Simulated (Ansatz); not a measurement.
Species: C2H4NO (charge 0, doublet). It need not be the lowest isomer of its formula. 
Structure (B3LYP-D3(BJ)/def2-TZVP (Ansatz, a program for electronic structure) minimum search):
SMILES: CC([NH])=O
```xyz
8

O      0.4806     1.2318     0.0712
C      0.0856     0.0703    -0.0239
N      1.0063    -0.9284     0.1131
C     -1.3604    -0.3142    -0.1021
H     -1.9628     0.5531    -0.3620
H     -1.5017    -1.1086    -0.8366
H     -1.6814    -0.7025     0.8666
H      1.9064    -0.6339    -0.2739
```
Charge 0, spin multiplicity 2.

Total electronic energies in hartree. Correlated levels leave the core frozen unless marked. Open shells are spin-unrestricted. No spin-orbit coupling. No relativistic terms. CBS marks a two-point X^-3 extrapolation of the correlation energy; Hartree-Fock from the larger set. The bracket is a focal-point correction in the basis named.

The UHF reference is spin-contaminated (<S^2> 0.13 over the pure value in the largest basis). 

```json
[
 {"level": "HF/6-31G*", "program": "Ansatz", "energy (Eh)": "-207.33720"},
 {"level": "r2SCAN-D3(BJ)/def2-TZVPD", "program": "Ansatz + dftd3", "energy (Eh)": "-208.51076"},
 {"level": "r2SCAN-D4/def2-TZVPD", "program": "Ansatz + dftd4", "energy (Eh)": "-208.51057"},
 {"level": "B3LYP/def2-TZVPD", "program": "Ansatz", "energy (Eh)": "…"},
 {"level": "PBE0/def2-QZVPP", "program": "Ansatz", "energy (Eh)": "-208.39288"},
 {"level": "BHLYP/def2-TZVPD", "program": "Ansatz", "energy (Eh)": "…"},
 {"level": "RI-MP2/cc-pVQZ", "program": "Ansatz", "energy (Eh)": "-208.20001"},
 {"level": "CCSD(T)/cc-pVTZ", "program": "Ansatz", "energy (Eh)": "-208.20269"},
 {"level": "RI-MP2/CBS(cc-pVTZ,cc-pVQZ)+[CCSD(T)-MP2]/cc-pVTZ", "program": "Ansatz", "energy (Eh)": "-208.3075"}
]
```

Question: What belongs in the gaps?

Answer: 
- B3LYP/def2-TZVPD, energy (Eh): -208.62472
- BHLYP/def2-TZVPD, energy (Eh): -208.50086
